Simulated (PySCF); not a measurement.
# doublet [SiH2]−: levels of theory compared

Aim: a comparison of 6 runs (UB3LYP/6-31G*, UB3LYP/aug-cc-pVTZ, UBHLYP/aug-cc-pVTZ, UM06-L/aug-cc-pVTZ, UPBE/aug-cc-pVTZ, UCCSD(T)/aug-cc-pVTZ) of doublet [SiH2]−. Input form: a Python script.

Program for the calculation: PySCF 2.14.0.

2 further runs of the same task are left out: 2 set aside as unsound or not needed.

### 1 The structure to begin with

[SiH2]−: 3 atoms, total charge -1, spin state doublet. As SMILES of the parent species, `[SiH2]`. Geometry: relaxed at PBE0-D4/def2-TZVP. That shape belongs to the parent species and isn't relaxed for this state.

Bond lengths: Si1–H2 1.525 Å, Si1–H3 1.525 Å. Angles: H2–Si1–H3 91.2°.

### 2 A single-point energy at UB3LYP/6-31G(d) (spherical functions) (run 1)

Contents of calc.py:

```python
from pyscf import gto, dft

mol = gto.M(
    atom='''
Si    -0.928233     0.885526    -0.403646
H      1.587937     1.093396     0.987382
H     -0.659703    -1.978921    -0.583736
''',
    spin=1,
    charge=-1,
    max_memory=1860,
    basis='6-31g*',
    unit='bohr',
    verbose=4,
)

ks = dft.UKS(mol)
ks.xc = 'b3lyp'
ks.grids.level = 5
ks.conv_tol = 1e-10
ks.kernel()
if not ks.converged:
    ks = ks.newton().run(ks.mo_coeff, ks.mo_occ)

e_tot = ks.e_tot
print('Final energy', e_tot)
```

The run is started by

```sh
$ OMP_NUM_THREADS=1 python calc.py
```

What it wrote:

```text
PySCF version 2.14.0

[INPUT] num. atoms = 3
[INPUT] num. electrons = 17
[INPUT] charge = -1
[INPUT] spin (= nelec alpha-beta = 2S) = 1
[INPUT] symmetry False subgroup None
[INPUT] Mole.unit = bohr
[INPUT] Symbol           X                Y                Z      unit          X                Y                Z       unit  Magmom
[INPUT]  1 Si    -0.491199750024   0.468600178877  -0.213600264479 AA   -0.928233000000   0.885526000000  -0.403646000000 Bohr   0.0
[INPUT]  2 H      0.840300072777   0.578600245711   0.522500052873 AA    1.587937000000   1.093396000000   0.987382000000 Bohr   0.0
[INPUT]  3 H     -0.349099793576  -1.047199895411  -0.308899788394 AA   -0.659703000000  -1.978921000000  -0.583736000000 Bohr   0.0

nuclear repulsion = 9.95624590653916
number of shells = 12
number of NR pGTOs = 59
number of NR cGTOs = 22
basis = 6-31g*
ecp = {}

[... 71 lines left out ...]
converged SCF energy = -290.640497352154  <S^2> = 0.75338304  2S+1 = 2.0033802
Final energy -290.6404973521539
```

Run time: 2.8 s. Hardware: 1 thread of Arm Neoverse V1, shared host; peak memory 0.19 GiB.

### 3 The energy at UB3LYP/aug-cc-pVTZ (run 2)

Contents of calc.py:

```python
from pyscf import gto, dft

mol = gto.Mole()
mol.atom = '''
Si    -0.928233     0.885526    -0.403646
H      1.587937     1.093396     0.987382
H     -0.659703    -1.978921    -0.583736
'''
mol.verbose = 3
mol.basis = 'aug-cc-pvtz'
mol.max_memory = 1860
mol.charge = -1
mol.spin = 1
mol.unit = 'bohr'
mol.build()

mf = dft.UKS(mol)
mf.xc = 'b3lyp'
mf.grids.level = 5
mf.conv_tol = 1e-10
mf.kernel()
if not mf.converged:
    mf = mf.newton().run(mf.mo_coeff, mf.mo_occ)

energy = mf.e_tot
print('E = %.10f Eh' % energy)
```

The run is started by

```sh
$ OMP_NUM_THREADS=1 python calc.py
```

What it wrote:

```text
WARN: HOMO -0.137066534717074 >= LUMO -0.137066534717075

converged SCF energy = -290.687175618592  <S^2> = 0.75522258  2S+1 = 2.0052158
E = -290.6871756186 Eh
```

It took 12 s on 1 thread of Arm Neoverse V1, shared host; peak memory 0.46 GiB.

Runs 3 to 4 aren't shown in full; the table further down has their settings and results.

### 4 A single-point energy at UPBE/aug-cc-pVTZ (run 5)

Contents of input.py:

```python
from pyscf import gto, dft

mol = gto.M(
    atom='''
Si    -0.491200     0.468600    -0.213600
H      0.840300     0.578600     0.522500
H     -0.349100    -1.047200    -0.308900
''',
    max_memory=1860,
    verbose=4,
    basis='aug-cc-pvtz',
    charge=-1,
    spin=1,
)

mf = dft.UKS(mol)
mf.xc = 'pbe'
mf.conv_tol = 1e-10
mf.grids.level = 5
mf.kernel()
if not mf.converged:
    mf = mf.newton().run(mf.mo_coeff, mf.mo_occ)

energy = mf.e_tot
print('Final energy', energy)
```

The run is started by

```sh
$ OMP_NUM_THREADS=1 python input.py
```

What it wrote:

```text
PySCF version 2.14.0

[INPUT] num. atoms = 3
[INPUT] num. electrons = 17
[INPUT] charge = -1
[INPUT] spin (= nelec alpha-beta = 2S) = 1
[INPUT] symmetry False subgroup None
[INPUT] Mole.unit = angstrom
[INPUT] Symbol           X                Y                Z      unit          X                Y                Z       unit  Magmom
[INPUT]  1 Si    -0.491200000000   0.468600000000  -0.213600000000 AA   -0.928233472386   0.885525661971  -0.403645500207 Bohr   0.0
[INPUT]  2 H      0.840300000000   0.578600000000   0.522500000000 AA    1.587936862472   1.093395535673   0.987381900085 Bohr   0.0
[INPUT]  3 H     -0.349100000000  -1.047200000000  -0.308900000000 AA   -0.659703390086  -1.978921197645  -0.583736399878 Bohr   0.0

nuclear repulsion = 9.95624604127281
number of shells = 31
number of NR pGTOs = 125
number of NR cGTOs = 96
basis = aug-cc-pvtz
ecp = {}

[... 37 lines left out ...]
WARN: HOMO -0.146395856216587 >= LUMO -0.146395856216589
[... 42 lines left out ...]
converged SCF energy = -290.506982336207  <S^2> = 0.75581897  2S+1 = 2.0058105
Final energy -290.50698233620733
```

Wall time 10 s (1 thread of Arm Neoverse V1, shared host); peak memory 0.46 GiB.

### 5 The energy at UCCSD(T)/aug-cc-pVTZ (run 6)

Contents of job.py:

```python
from pyscf import gto, scf, cc

mol = gto.M(
    atom=[
    ('Si', (-0.491200, 0.468600, -0.213600)),
    ('H', (0.840300, 0.578600, 0.522500)),
    ('H', (-0.349100, -1.047200, -0.308900)),
],
    verbose=3,
    charge=-1,
    spin=1,
    basis='aug-cc-pvtz',
    max_memory=1860,
)

calc0 = scf.UHF(mol)
calc0.conv_tol = 1e-10
calc0.kernel()
if not calc0.converged:
    calc0 = calc0.newton().run(calc0.mo_coeff, calc0.mo_occ)

mycc = cc.CCSD(calc0, frozen=5)
mycc.kernel()
e_t = mycc.ccsd_t()
etot = mycc.e_tot + e_t
print('E = %.10f Eh' % etot)
```

The run is started by

```sh
$ OMP_NUM_THREADS=1 python job.py
```

What it wrote:

```text
converged SCF energy = -290.052056107339  <S^2> = 0.77542532  2S+1 = 2.0252657
E(UCCSD) = -290.2048605972969  E_corr = -0.1528044899576219
UCCSD(T) correction = -0.00596199469235744
E = -290.2108225920 Eh
```

Wall time 51 s (1 thread of Arm Neoverse V1, shared host); peak memory 3.2 GiB.

### 6 Overview of the runs

| run | level | integration grid | frozen core orbitals | energy (Eh) | HOMO energy (eV) | LUMO energy (eV) | ⟨S²⟩ | wall time |
| --- | --- | --- | --- | --- | --- | --- | --- | --- |
| 1 | UB3LYP/6-31G* (spherical functions) | 5 | – | -290.640497 | 1.71 | 4.30 | 0.753 | 2.8 s |
| 2 | UB3LYP/aug-cc-pVTZ | 5 | – | -290.687176 | 0.93 | 2.97 | 0.755 | 12 s |
| 3 | UBHLYP/aug-cc-pVTZ | 5 | – | -290.656062 | 0.14 | 3.45 | 0.758 | 12 s |
| 4 | UM06-L/aug-cc-pVTZ | 5 | – | -290.650113 | 1.63 | 2.74 | 0.757 | 30 s |
| 5 | UPBE/aug-cc-pVTZ | 5 | – | -290.506982 | 1.43 | 2.63 | 0.756 | 10 s |
| 6 | UCCSD(T)/aug-cc-pVTZ | – | 5 | -290.210823 | -1.27 | 4.02 | 0.775 | 51 s |

### 7 Outcome

| quantity | value |
| --- | --- |
| run 6: total energy | -290.21082 Eh |
| run 6: HOMO energy (Hartree–Fock orbitals) (highest over α and β) | -1.27 eV |
| run 6: LUMO energy (Hartree–Fock orbitals) (lowest over α and β) | 4.02 eV |
| run 6: correlation energy (5 core orbitals frozen) | -158.8 mEh |
| run 6: (T) correction | -5.96 mEh |
| run 6: ⟨S²⟩ of the reference determinant | 0.775 |
| run 6: T1 diagnostic | 0.021 |

Totals of different functionals can't be ranked against each other. In runs 1, 2, 3, 4, 5 the HOMO lies above zero, so the outermost electron may be held by the basis alone. All runs together took 2 min, the longest 51 s.
